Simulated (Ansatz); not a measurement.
# CH4NO: the cost of one run

Program: Ansatz 0.2.0. Level of theory: the levels named in each step. These are calculated values, not measurements.

### Step 1. The system as given

Bond lengths: N1–C2 1.293 Å, C2–O3 1.264 Å, N1–H4 1.018 Å, N1–H5 1.015 Å, C2–H6 1.093 Å, O3–H7 0.979 Å. Angles: N1–C2–O3 126.8°, N1–C2–H6 119.2°, O3–C2–H6 114.0°, C2–N1–H4 122.7°, C2–N1–H5 121.4°, H4–N1–H5 115.9°, C2–O3–H7 118.8°.

Structure file:

```xyz
7

N     1.1372    0.2403    0.0440
C     0.0255   -0.4178   -0.0135
O    -1.1415    0.0684   -0.0336
H     1.1738    1.2575    0.0796
H     2.0332   -0.2355    0.0563
H     0.0533   -1.5095   -0.0498
H    -1.2481    1.0409   -0.0037
```

### Step 2. A rough first relaxation, PBE-D4/def2-SVP

File input.yaml:

```yaml
crystal:
  periodic: [false, false, false]
  atoms:
    - { symbol: "N", position_ang: [1.13723, 0.24034, 0.04401] }
    - { symbol: C, position_ang: [0.02548, -0.4178, -0.01346] }
    - { symbol: O, position_ang: [-1.14148, 0.06836, -0.03362] }
    - { symbol: H, position_ang: [1.17376, 1.25752, 0.07965] }
    - { symbol: H, position_ang: [2.03325, -0.23549, 0.0563] }
    - { symbol: H, position_ang: [0.05331, -1.50946, -0.04981] }
    - { symbol: H, position_ang: [-1.24814, 1.04085, -0.00366] }
total_charge: 1
basis:
  gaussian: { orbitals: def2-SVP }
hamiltonian:
  xc: pbe
  dispersion: d4
relax:
  f_tol: 0.03
  max_steps: 200
```

Run with:

```
> ansatz run input.yaml --threads 4 --pin off --max-ram 10240MiB --backend cpu --events-out ev --progress --plain --runs-dir out
```

**Question.** How long does this run take on 4 threads of Intel Xeon at 2.50GHz (Skylake/Cascade Lake), shared host, and how much memory does it need?

About 6.7 s, with a peak of 0.14 GiB.
